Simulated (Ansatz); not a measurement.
## How well does each level of theory give the elastic constant C44 of bcc W?

Reference value: 163 GPa (measured, 0 K, extrapolated to 0 K; zero-point effects included; as tabulated in Wang et al. (2022), arXiv:2209.12322).

| level (code) | value (GPa) | cell (Å³/atom) | difference (%) |
|---|---|---|---|
| LDA (Ansatz) | 149 | 15.41 | -8.6 |
| PBE (Ansatz) | 139 | 16.13 | -14.7 |
| r²SCAN (Ansatz) | 147 | 15.91 | -9.8 |
| HSE06 (Ansatz) | 182 | 15.82 | +11.7 |

Once the reference is moved by up to 5.0 % (a margin picked here for doubts on the reference and the settings, and for temperature and zero-point motion) and values within 1.7 % count as equal, the nearest can be LDA (-8.6 %), r²SCAN (-9.8 %) or HSE06 (+11.7 %). Within 20 %: LDA, PBE, r²SCAN, HSE06.

The reference isn't brought to a static lattice, while the calculations are for one, so the differences are not the levels' errors alone.  Density-functional levels without +SOC have no spin–orbit coupling. LDA, PBE, r²SCAN, HSE06: shear constants of such metals converge slowly with the k mesh. HSE06: hybrids on metals are sensitive to the k mesh. HSE06: the run warned that the count of filled bands differs between k points. Each level is taken at its own relaxed cell. Cutoffs and k meshes differ between the levels. Ansatz's density-functional and Hartree–Fock values are scalar-relativistic unless marked +SOC, with PAW data made under PBE.

Differences are worked out from the printed values.

Ansatz is a quantum-chemistry and plane-wave program.
